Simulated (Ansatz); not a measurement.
Born–Oppenheimer molecular dynamics of Cl + H4Si (6 atoms, charge -1, multiplicity 1). It goes on from the last frame of an earlier run, with new velocities.

Theory: UKS B3LYP-D4/def2-SVP in Ansatz.

| Quantity | Value |
| --- | --- |
| ensemble | NVT, Nosé–Hoover chain |
| time step | 1 fs |
| steps asked | 150 |
| set temperature | 1000 K |
| thermostat | time constant 100 fs, chain length 5 |
| seed | 989027 |

First frame:

```xyz
6
Properties=species:S:1:pos:R:3
Cl 0.751 -0.036 -2.510
Si -0.150 -0.005 0.555
H -0.648 -1.136 -0.224
H -0.768 0.128 2.075
H -1.004 1.105 -0.026
H 1.317 0.288 0.650
```

Task: How far do the bonds stretch over the last three quarters of this one trajectory? (Pairs bonded in most of those frames.)

Result: 
```
   bond  mean (Å)  spread (Å)  shortest  longest
Cl1–Si2     2.566       0.152      2.37     2.90
 Si2–H3     1.510       0.028      1.46     1.57
 Si2–H4     1.597       0.077      1.43     1.74
 Si2–H5     1.514       0.053      1.41     1.64
 Si2–H6     1.511       0.030      1.45     1.58
```

Mean temperature of the second half: 1007 K. The conserved energy stayed within 0.7 meV per atom of its start (net change -0.48 meV per atom), so the integration is sound. A run of 0.15 ps of so small a system gives no equilibrium averages. Limits of this set-up: an anion without diffuse functions, the dipole of an ion depends on the origin.

Time of the run: 2.3 min on 1 thread of Intel(R) Xeon(R) 6975P-C (Granite Rapids) (shared host), peak memory 0.15 GiB.
